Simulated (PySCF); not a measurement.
O₂S, SMILES O=S=O.

The structure is a stationary point at B3LYP-D3(BJ)/def2-TZVP.

Two levels are set side by side: TDA-PBE/def2-TZVPD (PySCF) and ADC(2)/aug-cc-pVDZ (PySCF). Vertical, same geometry; the bases differ. Differences are taken from unrounded values.

```csv
quantity,ADC(2)
lowest singlet excitation (eV),4.08
```

### Question
What does TDA-PBE give, and how far is it from ADC(2)? (The exact figures need the calculation; the answer reports its results.)

### Answer

| quantity | TDA-PBE | TDA-PBE minus ADC(2) |
|---|---|---|
| lowest singlet excitation (eV) | 4.23 | 0.15 |

Rough cost on one machine, each run with all the roots and properties that it gave: ADC(2) against TDA-PBE about 3 times.
